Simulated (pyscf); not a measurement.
One hydrogen abstraction on the doublet surface with elements of a group swapped. ωB97M-D3(BJ)/def2-TZVP, kJ/mol, from the separated reactants. PySCF, gas phase, ωB97X-D3(BJ)/def2-SVP geometries.

```
step                                          barrier  reaction energy  imaginary mode (i cm⁻¹)
--------------------------------------------  -------  ---------------  -----------------------
H₂N–Si•(NH₂)–F + H₂ → H₂N–SiH(NH₂)–F + H•        48.7            +23.5                     1077
H₂N–Si•(NH₂)–Cl + H₂ -> H₂N–SiH(NH₂)–Cl + H•      [?]              [?]                      950
```

Problem. Some entries are withheld; supply them.

Solution. 
- H₂N–Si•(NH₂)–Cl + H₂ -> H₂N–SiH(NH₂)–Cl + H•, barrier: 56.5
- H₂N–Si•(NH₂)–Cl + H₂ -> H₂N–SiH(NH₂)–Cl + H•, reaction energy: +36.1

Each row is the saddle that its search found.
